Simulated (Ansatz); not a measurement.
Diamond-structure Si was calculated with r²SCAN in Ansatz (PAW).

Numerical settings: plane-wave cutoff 500 eV, 6×8×1 k mesh (along the axes of the cell as run), gaussian smearing 0.02 eV, scalar-relativistic PAW data made under PBE.

Predict the surface energy of the (110) face.


- surface energy of the (110) face = 1.95 J/m²

The slab of 16 atoms is relaxed and unreconstructed.

Computed values are for the static lattice.

It cost very roughly 9 core-minutes of CPU time.

Ansatz is a quantum-chemistry and plane-wave program.
